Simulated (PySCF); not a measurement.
**Where the electron goes**

Tetramethylammonium, C₄H₁₂N (charge +1).
Z-matrix (Å and degrees, GFN2-xTB geometry), rows numbered from 1:
```
C 
N   1  1.4742
C   2  1.4741  1  109.45
C   2  1.4740  1  109.57  3   120.02
C   2  1.4741  1  109.50  3  -119.97
H   1  1.0888  2  110.32  3   -60.06
H   1  1.0888  2  110.35  3   179.89
H   1  1.0889  2  110.29  3    59.91
H   3  1.0887  2  110.29  1  -179.66
H   3  1.0887  2  110.33  1    60.34
H   3  1.0887  2  110.30  1   -59.67
H   4  1.0886  2  110.35  1   -59.95
H   4  1.0886  2  110.34  1    60.11
H   4  1.0886  2  110.27  1  -179.92
H   5  1.0888  2  110.34  1   -60.05
H   5  1.0887  2  110.33  1    59.97
H   5  1.0888  2  110.27  1   179.97
```

Level of theory: PySCF, TDDFT B3LYP/def2-SVPD, vertical, gas phase, core orbitals frozen in the response.

Frontier orbitals with the atoms that hold most of them (Löwdin shares over 4%, at most four atoms; ? is withheld):

| orbital | ε (eV) | atoms |
| --- | --- | --- |
| LUMO+2 | -2.70 | H14 15%, H17 12%, H9 11%, C1 11% |
| LUMO+1 | -2.88 | N2 13%, C1 8%, C5 8%, C3 8% |
| LUMO | -4.16 | ? |
| HOMO | -15.77 | C5 21%, C3 21%, H15 10%, H10 10% |
| HOMO-1 | -15.77 | C4 21%, C1 21%, C3 11%, H8 10% |
| HOMO-2 | -15.77 | C5 18%, C1 16%, C4 12%, C3 10% |
| HOMO-3 | -15.96 | N2 19%, C3 12%, C4 12%, C1 11% |

(1) Give the leading atoms of the LUMO.

## Answers

(1) C1 (bonded to N and 3 H) 12%; C5 (bonded to N and 3 H) 12%; C3 (bonded to N and 3 H) 12%; C4 (bonded to N and 3 H) 12%.

Within 0.005 eV of a neighbour in this list lie HOMO-2/HOMO-1/HOMO (point group found: Td); within a degenerate set the shares of single atoms can hang on how the components are chosen.

Q: How does S1 compare with the orbital gap of 11.61 eV?

A: S1 is at 10.53 eV (f = 0.0000), 1.08 eV below the gap, made of HOMO→LUMO (97%). S1/S2/S3 lie within about 0.01 eV of each other. 

Next come S2 at 10.53 eV (f 0.0000), HOMO-1→LUMO (97%); S3 at 10.53 eV (f 0.0000), HOMO-2→LUMO (97%); S4 at 10.83 eV (f 0.053), HOMO-3→LUMO (95%); S5 at 10.83 eV (f 0.053), HOMO-4→LUMO (95%).

Orbitals of the list HOMO-3 to LUMO+2 that lie within 0.01 eV of each other are written together with a slash and their weights summed (≥ marks a lower bound); for degenerate orbitals outside that list single weights are arbitrary.

Time: 26 s. Hardware: one thread of an Arm Neoverse V1, no GPU (shared host).
